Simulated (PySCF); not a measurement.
Run record: EPR job, `[CH2+][CH]C#N` [radical].

Method: UKS B3LYP, pcH-1 on C H N, non-relativistic, mean-field spin-orbit, GIAO (PySCF 2.14.0). Geometry: GFN2-xTB. A driver script takes a list of jobs; this job's settings line and coordinates (Å) are shown.

Input:
```
{"job": {"kind": "epr", "basis": "pcH-1"}, "charge": 1, "multiplicity": 2}
C     -1.012020    -0.268866    -0.057031
C      0.163949     0.262394    -0.353036
C      1.355121     0.083288     0.387894
N      2.259797     0.023541     1.078818
H     -1.290241    -0.662757     0.921609
H     -1.808624    -0.362763    -0.797552
H      0.335351     0.930068    -1.207781
```

**Question.** Estimate the output.

**Answer.** 
```
UKS, coarse grid
  cycle   1  E = -170.38162651  |g| = 3.14e-01
  cycle   2  E = -169.54361700  |g| = 1.21e+00
  cycle   3  E = -170.43984704  |g| = 7.96e-02
  cycle   4  E = -170.44218520  |g| = 6.25e-02
  cycle   5  E = -170.44433384  |g| = 1.42e-02
  cycle   6  E = -170.44447428  |g| = 8.34e-03
  cycle   7  E = -170.44453395  |g| = 3.44e-03
  cycle   8  E = -170.44454875  |g| = 2.22e-03
  cycle   9  E = -170.44455408  |g| = 5.87e-04
UKS, final grid
  cycle   1  E = -170.44455275  |g| = 9.33e-04
  cycle   2  E = -170.44455042  |g| = 2.46e-03
  cycle   3  E = -170.44455337  |g| = 1.91e-04
  cycle   4  E = -170.44455341  |g| = 1.42e-04
  cycle   5  E = -170.44455346  |g| = 5.19e-05
  cycle   6  E = -170.44455346  |g| = 1.30e-05
internal stability: stable
E = -170.44455346 Eh   <S^2> = 0.7624 (exact 0.7500)
g shifts (ppm)      1          2          3
  rmc          -165       -165       -165
  gc             -3         40         42
  oz_so         131       1844       3442
  total         -36       1719       3319
hyperfine (MHz)  atom isotope    a_iso     a_fc   dipolar eigenvalues
    0   13C      24.31      24.31    -40.80    -37.49     78.29
    1   13C       4.87       4.87    -27.46    -22.62     50.09
    2   13C     -11.72     -11.72    -10.32     -3.42     13.74
    3   14N       6.52       6.52    -17.22    -14.38     31.60
    4    1H     -11.38     -11.38    -17.21     -6.66     23.87
    5    1H     -13.66     -13.66    -18.07     -6.65     24.72
    6    1H       4.07       4.07    -12.01     -6.65     18.66
```

rmc, gc and oz_so are the mass-correction, gauge-correction and orbital-Zeeman/spin–orbit parts of the g shift along its three principal axes; a_iso is the isotropic hyperfine coupling and a_fc its Fermi-contact part. The program numbers atoms from 0.

**Question.** How far is ⟨S²⟩ from the pure-spin value?

**Answer.** S = 0.5 gives S(S+1) = 0.75; the run has 0.7624, 0.0124 more.

**Question.** Get g_iso from the total shifts.

**Answer.** Their mean is 1667 ppm; added to g_e = 2.002319 it gives 2.00399.

Main results: ⟨S²⟩ 0.762; g_iso 2.0040.

Isolated species at its GFN2-xTB geometry (one conformer only).

On Arm Neoverse V1, one thread (shared host), this took 23 s of wall time.
Labels such as C1 count atoms from 1, the log's own numbers from 0.
